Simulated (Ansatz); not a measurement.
Basis sets over 5 cases of the energy of full hydrogenation at MP2 with Ansatz (elements up to F), each against its own reference: Hartree-Fock in aug-cc-pVQZ plus the correlation part extrapolated as X^-3 from aug-cc-pVTZ and aug-cc-pVQZ. By their distance from other large sets or by the extrapolation step the references are unsure by up to roughly 0.20 kcal/mol. B3LYP-D3(BJ)/def2-TZVP geometries; one conformer; electronic energies; frozen cores; no added dispersion term; no relativity. 

Cases are drawn at random; left out are references unsure by over 1.3 kcal/mol, doubtful singlets, and cases whose largest runs show a restricted determinant unstable towards unrestricted orbitals, <S^2> over 0.1 too high or, where CCSD(T) ran, T1 over 0.025 (0.045 for open shells). Sets are drawn from those converged to one state in every case.

Cases (SMILES) and reference values:
- C#C (C2H2) + 3 [H][H] (H2) → 2 C (CH4): -105.87 kcal/mol
- C(N)=O + 3 [H][H] (H2) → C (CH4) + N (NH3) + O (H2O): -54.91 kcal/mol
- C(=C)F + 3 [H][H] (H2) → 2 C (CH4) + F (HF): -82.08 kcal/mol
- C(=O)O + 3 [H][H] (H2) → C (CH4) + 2 O (H2O): -56.94 kcal/mol
- FC(=C)F + 4 [H][H] (H2) → 2 C (CH4) + 2 F (HF): -102.45 kcal/mol

```
basis              functions over def2-SVP (largest species, mean of cases)  mean signed deviation (kcal/mol)  mean absolute  largest  within 4 kcal/mol
-----------------  --------------------------------------------------------  --------------------------------  -------------  -------  -----------------
pcseg-0                                                                 0.6                             19.48          19.48    26.04             0 of 5
def2-SV(P)                                                              0.9                             25.94          25.94    37.56             0 of 5
pcseg-1                                                                 1.0                              3.24           3.93     9.27             3 of 5
def2-SVP                                                                1.0                              4.22           6.44    11.49             1 of 5
6-311+G**                                                               1.5                              0.75           2.14     2.94             5 of 5
def2-SVPD                                                               1.5                             -4.30           4.30     6.58             2 of 5
cc-pVTZ                                                                 2.3                              1.75           2.23     4.29             4 of 5
def2-TZVPP                                                              2.3                              0.52           0.96     2.04             5 of 5
6-311++G(3df,3pd)                                                       3.0                             -0.22           0.45     0.69             5 of 5
aug-cc-pVTZ                                                             3.6                             -0.50           0.50     0.98             5 of 5
cc-pVQZ                                                                 4.4                              0.50           0.79     1.67             5 of 5
def2-QZVPP                                                              4.5                             -0.24           0.34     0.49             5 of 5
pcseg-3                                                                 4.8                             -0.59           0.59     1.08             5 of 5
aug-cc-pVQZ                                                             6.6                             -0.09           0.14     0.28             5 of 5
```

Among the sets for which every case ran a larger relative (same family, alike in diffuse functions, listed or not), the smallest listed that holds all cases within 4 kcal/mol together with them is 6-311+G**, at 1.5 times the functions of def2-SVP. Inside, though some case ran no larger relative to test it: 6-311++G(3df,3pd), cc-pVQZ, def2-QZVPP, pcseg-3, aug-cc-pVQZ. Largest deviations of relatives not listed, over the cases that ran them: 6-311++G(2d,2p) 3.35, def2-QZVP 0.49, cc-pV5Z 0.57 kcal/mol. These figures hold for the cases listed.

Ansatz is an electronic-structure program.
